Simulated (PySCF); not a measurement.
MgNH4Cl, singlet: at a first-order saddle point.

run.py

```python
import json, numpy as np
from pyscf import gto, scf, dft, mp, cc
EV, BOHR = 27.211386245988, 0.529177210903
mol = gto.M(atom="""
Mg -0.803205 0.322622 -0.574122
N 0.897394 -0.460902 0.085288
Cl -2.280165 0.822234 -2.111443
H 0.066420 0.162658 1.078590
H -0.744321 0.641359 1.336453
H 1.054751 -1.452875 0.221404
H 1.809126 -0.034996 -0.036069
""", basis="def2-tzvpp", charge=0, spin=0, max_memory=7225, verbose=0)
def mean_field(mol, dm=None):
    mf = dft.RKS(mol, xc="r2scan").density_fit()
    mf.conv_tol = 1e-9; mf.grids.level = 4
    mf.kernel(dm0=dm)
    if not mf.converged: mf = mf.newton().run(mf.mo_coeff, mf.mo_occ)
    assert mf.converged
    return mf
def d4(mol):
    from pyscf.dispersion.dftd4 import DFTD4Dispersion
    real = gto.M(atom=[(mol.atom_pure_symbol(i), mol.atom_coord(i)) for i in range(7)], unit='B', charge=mol.charge, spin=None, basis='def2-svp', verbose=0)
    r = DFTD4Dispersion(real, xc="r2scan", atm=True).get_dispersion(grad=True); return r["energy"], r["gradient"]
def energy_and_gradient(mol, dm=None):
    mf = mean_field(mol, dm); e, g = d4(mol)
    return mf, (mf.e_tot + e) * EV, (mf.nuc_grad_method().kernel()[:7] + g) * EV / BOHR
out = {}
mf = mean_field(mol); e = d4(mol)[0]
out.update(energy=(mf.e_tot + e) * EV, converged=True, dispersion=e * EV)
out['s2'] = mf.spin_square()[0]; out['nelec'] = mol.nelec
print(f"Total energy {out['energy']:.6f} eV, <S^2> {out['s2']:.4f}")
json.dump(out, open("out.json", "w"), default=float)
```

Command:

```bash
OMP_NUM_THREADS=4 python run.py
```

It printed (PySCF 2.14):

```
Total energy -19522.612906 eV, <S^2> 0.0000
```

Hardware: 4 CPU threads of a Oxide Virtual Turin-like, shared host. Wall time 15 s; peak host memory 0.65 GiB.
